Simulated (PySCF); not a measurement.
Molecule: 1-propanol (CCCO, C$_{3}$H$_{8}$O).

Cartesian coordinates in Å; atom numbers follow the order of the lines, from 1:
```xyz
12

C    -1.5234    0.0093    0.0983
C    -0.1458    0.0974   -0.5445
C     0.9626   -0.2421    0.4524
O     2.2478   -0.1961   -0.1213
H    -1.7071   -0.9967    0.4682
H    -1.5986    0.7015    0.9345
H    -2.2961    0.2578   -0.6250
H    -0.0829   -0.5923   -1.3886
H     0.0156    1.1099   -0.9271
H     0.9032    0.4381    1.3159
H     0.8427   -1.2660    0.8142
H     2.3832    0.6785   -0.5030
```

Frames of a GFN2-xTB Langevin trajectory at 200 K; GIAO PBE0/pcSseg-1 shieldings in PySCF, gas phase, non-relativistic; equivalent atoms averaged within each frame.

Chemical shifts δ = σref − σ; ¹³C (σ = 186.93 ppm), ¹H (σ = 31.72 ppm) vs TMS; ¹⁷O (σ = 336.08 ppm) against H2O, all at this level. The references are static minima.

Problem. How do the shifts (ppm) fluctuate along the trajectory?

Solution. 
| time (fs) | C3 | C2 | C1 | O4 | H10/H11 | H8/H9 | H5/H6/H7 | H12 |
| --- | --- | --- | --- | --- | --- | --- | --- | --- |
| optimised geometry | 70.8 | 32.7 | 11.5 | 46.9 | 3.78 | 1.51 | 0.92 | -0.01 |
| 250 | 77.9 | 35.2 | 9.2 | 49.9 | 4.35 | 1.81 | 0.52 | -0.50 |
| 425 | 67.8 | 37.8 | 11.8 | 51.1 | 3.44 | 2.00 | 1.05 | 0.19 |
| 625 | 63.9 | 29.7 | 11.8 | 29.9 | 3.24 | 2.05 | 0.75 | -0.15 |
| 800 | 72.7 | 33.6 | 13.2 | 66.5 | 3.55 | 1.55 | 1.38 | 0.18 |
| 1000 | 71.9 | 39.2 | 13.0 | 51.5 | 4.29 | 2.34 | 1.15 | 0.42 |
| mean of frames | 70.8 | 35.1 | 11.8 | 49.8 | 3.77 | 1.95 | 0.97 | 0.03 |
| standard deviation | 5.3 | 3.7 | 1.6 | 13.0 | 0.51 | 0.30 | 0.34 | 0.36 |

5 frames give an uncertainty of the mean of about the standard deviation over 2.2 at best, since frames this close in time may not be independent; classical motion lacks zero-point vibration, and the reference would need the same averaging.
